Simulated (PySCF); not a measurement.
Species: C3H3P2 (charge -1).
Numbering: `[cH:1]1[cH:2][p-:3][cH:4][p:5]1`

Cartesian coordinates in Å at the GFN2-xTB level; atoms count from 1:
```xyz
8
C3H3P2 angstrom
C     -0.803    0.736    0.300
C     -0.977   -0.487   -0.290
P      0.455   -1.416   -0.649
C      1.515   -0.208   -0.016
P      0.833    1.240    0.632
H     -1.640    1.378    0.557
H     -1.961   -0.878   -0.532
H      2.588   -0.356   -0.026
```

Probes without a nucleus sit at each ring's centroid and 1 Å off its mean plane on both sides; NICS is minus the shielding there, NICSzz its component along the normal. Level: GIAO PBE0/pcSseg-1 (PySCF, non-relativistic, gas phase) on the GFN2-xTB geometry, one conformer.

Ring bond lengths (Å), with Mayer bond orders in brackets: C1–C2 1.369 (1.54), C2–P3 1.744 (1.25), P3–C4 1.727 (1.33), C4–P5 1.727 (1.33), P5–C1 1.744 (1.25).

Problem. What do the NICS probes read (ppm)?

Solution. 
| ring | type | NICS(0) | NICS(1), two faces | NICS(1)zz, two faces | rms pucker (Å) | centre to ring atoms, mean (Å) |
| --- | --- | --- | --- | --- | --- | --- |
| C1–C2–P3–C4–P5 | 5-membered ring with 2 P; formal bonds all aromatic | -12.8 | -12.2 / -12.2 | -32.6 / -32.6 | 0.00 | 1.41 |

Problem. What do they say, and how far can they be read as aromaticity?

Solution. 
- C1–C2–P3–C4–P5: mean NICS(1)zz -32.6 ppm, shielded.

Problem. What does the geometric index give? HOMA takes Krygowski's 1993 parameters.

Solution. 
- C1–C2–P3–C4–P5: HOMA 0.84; the largest term is that of P5–C1, α(R − Ropt)² = 0.25.

Problem. At the first NICS(1) probe listed for ring C1–C2–P3–C4–P5, 1 Å off the ring, what do the in-plane components average?

Solution. The isotropic value is a third of the trace: (3 × -12.2 − (-32.6))/2 = -2.0 ppm.

Problem. List the ring angles and the Hirshfeld charges of the ring atoms.

Solution. 
- C1–C2–P3–C4–P5: C1 117.4° (-0.189 e), C2 117.4° (-0.189 e), P3 93.2° (-0.180 e), C4 118.8° (-0.250 e), P5 93.2° (-0.180 e); sum 540.0° against 540° for a flat convex ring.

Problem. What are the shieldings of the ring atoms and their hydrogens in the same run (means over atoms taken as equivalent)?

Solution. 
```tsv
atoms	environment	σ isotropic (ppm)	principal values of the symmetric part, first atom (ppm)
C1 (×2)	aromatic CH carbon	43.9	-74.0, 55.0, 150.8
P3 (×2)	phosphorus bonded to 2 C	161.6	-38.8, 122.8, 401.0
C4	aromatic CH carbon	23.0	-145.8, 50.9, 164.0
H6 (×2)	aromatic hydrogen	23.82	21.9, 23.9, 25.7
H8	aromatic hydrogen	23.40	20.9, 23.3, 26.0
```
